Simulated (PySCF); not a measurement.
Work out the structure from these simulated measurements.

Elements present: C, H and S. Monoisotopic mass: 104.0660 u.

* Polarisability: 85.2 au [B3LYP/def2-SVPD]
* UV, first state: lowest singlet excitation: 5.39 eV (230 nm, f = 0.006) [TDDFT B3LYP/def2-SVPD]
* Dipole: 1.72 D [B3LYP/def2-SVPD]
* Valence photoelectron: vertical ionisation energy: 8.35 eV [ΔSCF B3LYP/def2-SVPD]
* 1H NMR: chemical shifts (computed TMS as zero) by class: 2.39 (2 H), 2.21 (2 H), 1.34 (2 H), 1.14 (3 H), 1.04 (3 H) ppm [GIAO PBE0/pcSseg-1]
* Rotational structure: rotational constants A, B, C: 4.298, 1.641, 1.497 GHz [PBE0-D3(BJ)/def2-SVP]
* NMR, other nuclei: isotropic shieldings of nuclei other than C and H, by class: 534 (1 S) ppm [GIAO PBE0/pcSseg-1]
* 13C NMR: chemical shifts (computed TMS as zero) by class: 32.4 (1 C), 24.1 (1 C), 19.1 (1 C), 14.4 (1 C), 12.2 (1 C) ppm [GIAO PBE0/pcSseg-1]

Gas-phase values; electronic properties from PySCF, density fitting. Levels stand in brackets. Geometry: PBE0-D3(BJ)/def2-SVP, one conformer, isolated molecule. Each NMR value is the plain mean over a class of atoms that symmetry, rotation or inversion makes alike.

Question: Which formula fits the mass and the elements?

Answer: C5H12S (calculated 104.0660). No other formula that holds each of these elements comes within 0.0003 u with a fitting electron parity and a possible valence count.

Question: Give a SMILES that accounts for the data.

Answer: Numbering: `[CH3:1][CH2:2][CH2:3][S:4][CH2:5][CH3:6]`. Its formula, C5H12S, gives 0 degrees of unsaturation, so no ring and no π bond. 5 carbons fall into 5 classes; from least to most shielded: sp3 carbon bound to sulfur [C3] (32.4 ppm), sp3 carbon bound to sulfur [C5] (24.1 ppm), chain CH2 carbon [C2] (19.1 ppm), methyl carbon [C6] (14.4 ppm), methyl carbon [C1] (12.2 ppm). Hydrogen classes from least to most shielded: 2 H on an sp3 carbon bound to sulfur, C3 (2.39 ppm, a mean of values up to 1.2 ppm apart in this geometry), 2 H on an sp3 carbon bound to sulfur, C5 (2.21 ppm, a mean of values up to 0.7 ppm apart in this geometry), 2 H on a chain CH2 carbon, C2 (1.34 ppm), 3 H on a methyl carbon, C6 (1.14 ppm), 3 H on a methyl carbon, C1 (1.04 ppm, a mean of values up to 1.3 ppm apart in this geometry). The other shieldings belong to: 534 ppm, sulfide sulfur [S4]. The first electron is taken from the HOMO, whose largest Löwdin shares are 0.69 on the sulfide sulfur and 0.09 on each of 2 atoms of one kind (sp3 carbon bound to sulfur). The optimised geometry has point group C1 and is an asymmetric top. Structure: ethyl propyl sulfide, `CCCSCC`. Computed isomers that give other values at the same levels: `CC(C)(C)CS` (smallest rotational constant: 1.687 GHz; this holds for the one conformer computed); `CC(C)[C@@H](C)S` (rotational constant A: 3.900 GHz; this holds for the one conformer computed); `CSC(C)(C)C` (rotational constant A: 3.760 GHz; this holds for the one conformer computed). The assignments are read from this structure; whether some other isomer fits the data as well wasn't checked.

Shape of the structure used: `[CH3:1][CH2:2][CH2:3][S:4][CH2:5][CH3:6]`: C1–C2–C3–S4 60°, C2–C3–S4–C5 62°, C3–S4–C5–C6 64°.
